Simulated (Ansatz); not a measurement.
# BH6NSi (built from SMILES NB[SiH3]): one structure at several levels

Aim: energy, forces and dipole at a displaced guess of a reacting structure, from CCSD(T) and from density functionals.

The runs use Ansatz 0.2.0, Gaussian basis; single points in def2-TZVPP.

Correlated methods freeze the cores.

## Step 1: Starting geometry

9 atoms, charge 0, spin multiplicity 1.

Atoms are counted from 1 here; the program's logs count them from 0.

Bond lengths: B1–N3 1.370 Å, B1–H5 1.147 Å, Si2–H6 1.483 Å, Si2–H7 1.498 Å, Si2–H8 1.462 Å, N3–H4 1.295 Å, N3–H9 1.001 Å. Angles: N3–B1–H5 127.4°, H6–Si2–H7 107.3°, H6–Si2–H8 104.3°, H7–Si2–H8 105.4°, B1–N3–H4 103.4°, B1–N3–H9 139.1°, H4–N3–H9 117.4°.

As a file:

```
B    -0.8179    0.8867    0.4844
Si    1.0058   -0.4894    0.5076
N    -1.1007    0.4461   -0.7818
H    -0.1361   -0.3808   -1.0340
H    -1.4464    1.5949    1.1323
H     0.4648   -1.8662    0.4066
H     1.7658   -0.2158   -0.7543
H     2.0172   -0.5764    1.5593
H    -1.7684    0.6110   -1.5096
```

## Step 2: CCSD(T)/def2-TZVPP

run/in.yaml reads:

```yaml
crystal:
  periodic: [false, false, false]
  atoms:
    - {symbol: B, position_ang: [-0.817900, 0.886700, 0.484400]}
    - {symbol: Si, position_ang: [1.005800, -0.489400, 0.507600]}
    - {symbol: N, position_ang: [-1.100700, 0.446100, -0.781800]}
    - {symbol: H, position_ang: [-0.136100, -0.380800, -1.034000]}
    - {symbol: H, position_ang: [-1.446400, 1.594900, 1.132300]}
    - {symbol: H, position_ang: [0.464800, -1.866200, 0.406600]}
    - {symbol: H, position_ang: [1.765800, -0.215800, -0.754300]}
    - {symbol: H, position_ang: [2.017200, -0.576400, 1.559300]}
    - {symbol: H, position_ang: [-1.768400, 0.611000, -1.509600]}
basis:
  gaussian: {orbitals: def2-TZVPP}
correlation: {method: ccsd_t}
output: {forces: true}
```

The command line of these runs was not kept.

## Step 3: PBE0-D4/def2-TZVPP

Edit run/in.yaml of step 2 so:

```diff
@@ -14,3 +14,3 @@
   gaussian: {orbitals: def2-TZVPP}
-correlation: {method: ccsd_t}
-output: {forces: true}
+hamiltonian: {xc: pbe0, dispersion: d4}
+output: {forces: true, orbitals: {seedname: orbitals}}
```

## Step 4: wB97M-V/def2-TZVPP

Edit run/in.yaml of step 3 so:

```diff
@@ -14,3 +14,3 @@
   gaussian: {orbitals: def2-TZVPP}
-hamiltonian: {xc: pbe0, dispersion: d4}
-output: {forces: true, orbitals: {seedname: orbitals}}
+hamiltonian: {xc: {name: wB97M-V}}
+output: {forces: true}
```

## Step 5: r2SCAN-D4/def2-TZVPP

Edit run/in.yaml of step 4 so:

```diff
@@ -14,3 +14,3 @@
   gaussian: {orbitals: def2-TZVPP}
-hamiltonian: {xc: {name: wB97M-V}}
+hamiltonian: {xc: r2scan, dispersion: d4}
 output: {forces: true}
```

## Step 6: PBE-D4/def2-TZVPP

Edit run/in.yaml of step 5 so:

```diff
@@ -14,3 +14,3 @@
   gaussian: {orbitals: def2-TZVPP}
-hamiltonian: {xc: r2scan, dispersion: d4}
+hamiltonian: {xc: pbe, dispersion: d4}
 output: {forces: true}
```

## Step 7: wB97X-V/def2-TZVPP

Edit run/in.yaml of step 6 so:

```diff
@@ -14,3 +14,3 @@
   gaussian: {orbitals: def2-TZVPP}
-hamiltonian: {xc: pbe, dispersion: d4}
+hamiltonian: {xc: {name: wB97X-V}}
 output: {forces: true}
```

## Step 8: SPW92/def2-TZVPP

Edit run/in.yaml of step 7 so:

```diff
@@ -14,3 +14,3 @@
   gaussian: {orbitals: def2-TZVPP}
-hamiltonian: {xc: {name: wB97X-V}}
+hamiltonian: {xc: lda}
 output: {forces: true}
```

(Steps that only read results are left out.)

**Question.** What will these runs give? Wanted: energy less free atoms, CCSD(T)/def2-TZVPP; RMS force component; RMS force error; HOMO and LUMO, PBE0-D4; T1 diagnostic.

The runs gave:

| quantity | value |
| --- | --- |
| energy less free atoms, CCSD(T)/def2-TZVPP | -27.383 eV |
| RMS force component | 1.599 to 1.793 eV/Å over the methods |
| RMS force error | PBE0-D4 0.166, wB97M-V 0.121, r2SCAN-D4 0.159, PBE-D4 0.243, wB97X-V 0.110, SPW92 0.387 eV/Å |
| HOMO and LUMO, PBE0-D4 | -7.12 and -0.75 eV |
| T1 diagnostic | 0.015 |

Against CCSD(T) the functionals' energies less atoms differ by -4.826 to -0.758 eV, PBE-D4 by -1.285 eV. CCSD(T) in triple zeta still lacks some correlation energy of the bonds, so part of these gaps is its own basis error and they don't rank the functionals. On forces the order runs from wB97X-V to SPW92. Frozen-core CCSD(T) forces in triple zeta carry basis errors of their own, and this is one geometry, so small gaps rank nothing.
